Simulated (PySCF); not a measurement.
## O₂⁺: from constants to spectrum

UHF-CCSD(T) constants of O₂⁺, ²Πg (doublet), unpaired electrons π ↑ (basis O def2-TZVPPD; no relativity; PySCF 2.14; masses 15.9949 and 15.9949 u):

| Property | Result |
| --- | --- |
| ωe | 1909.2 cm⁻¹ |
| ωexe | 15.0 cm⁻¹ |
| Be | 1.6782 cm⁻¹ |
| αe | 0.0183 cm⁻¹ |
| D (centrifugal) | 5.19e-06 cm⁻¹ |
| De to O⁺ + O | 6.34 eV |

(1) Give the vibrational terms G(v) and spacings up to v = 6.

(2) How well does the Morse estimate ωe²/(4ωexe) reproduce De, and what is D0?

Correlated steps freeze 2 core orbitals. The state was picked by a PBE0 search and need not be the measured ground state.

Answers

(1) G(v) = ωe(v+½) − ωexe(v+½)².

| v | G(v) (cm⁻¹) | G(v) − G(v−1) | Bv (cm⁻¹) |
| --- | --- | --- | --- |
| 0 | 951 |  | 1.669 |
| 1 | 2830 | 1879 | 1.651 |
| 2 | 4679 | 1849 | 1.632 |
| 3 | 6498 | 1819 | 1.614 |
| 4 | 8288 | 1789 | 1.596 |
| 5 | 10047 | 1759 | 1.578 |
| 6 | 11776 | 1729 | 1.559 |

(2) It gives 7.53 eV, 119 % of the computed De. D0 = De − G(0) = 6.34 − 0.12 = 6.22 eV.
